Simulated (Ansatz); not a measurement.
Relaxing MoAs₃

All numbers below come from Ansatz 0.2.0, DFT PBE, scalar-relativistic, plane waves, PAW. Cutoff 420 eV, Γ-centred k mesh, Gaussian smearing, no spin polarisation in the final step.

MoAs₃ was placed on the TiAl3 (D0_22) structure type (I4/mmm, No. 139), with Mo in place of Ti, As in place of Al, at a guessed volume.

```xyz
4
Lattice="-2.0542 2.0542 4.5886 2.0542 -2.0542 4.5886 2.0542 2.0542 -4.5886" Properties=species:S:1:pos:R:3 pbc="T T T"
Mo    0.0000    0.0000    0.0000
As    0.0000    0.0000    4.5886
As    2.0542    0.0000    2.2943
As    0.0000    2.0542    2.2943
```

Cell and atoms relax at zero pressure; the relaxation can't lower the symmetry of the start. After a coarse first stage the cell is made exact in the group found at 0.06 Å.

The zero of energy is the elements' standard structures at the same level; no fitted shifts are applied.

(1) Which crystal results?

(2) What are its volume, energy, density and gap?

Results:

(1) It keeps I4/mmm (No. 139). The result has the TiAl3 (D0_22) structure. Conventional cell: a = 4.124 Å, c = 8.060 Å. Mo has 12 As at 2.88–2.92 Å; As on Wyckoff site b (1 atom of the primitive cell) is coordinated by 8 As at 2.88 Å and 4 Mo at 2.92 Å; As on Wyckoff site d (2 atoms of the primitive cell) has 4 Mo at 2.88 Å and 8 As at 2.88–2.92 Å.

Space group I4/mmm (No. 139). a = 4.124 Å, b = 4.124 Å, c = 8.060 Å, α = 90.00°, β = 90.00°, γ = 90.00°
```
atom site symmetry x y z
  Mo    2a     4/mmm  0.0000  0.0000  0.0000
  As    2b     4/mmm  0.5000  0.5000  0.0000
  As    4d      -4m2  0.5000  0.0000  0.2500
```

(2) The volume per atom is 17.14 Å³ and the density is 7.77 g/cm³. The energy over the elements is 0.48 eV/atom and the gap on the 16×16×16 mesh is 0 eV (a metal).

The final run used a 16×16×16 mesh on its 4-atom cell and 0.10 eV smearing. The k mesh leaves about 4 meV/atom of noise in metals. A structure relaxed within its symmetry needn't be a true minimum.

Cost: 3 runs of about 7.8 core-minutes in all, on Intel Xeon Platinum 8259CL (Skylake/Cascade Lake) (shared hosts).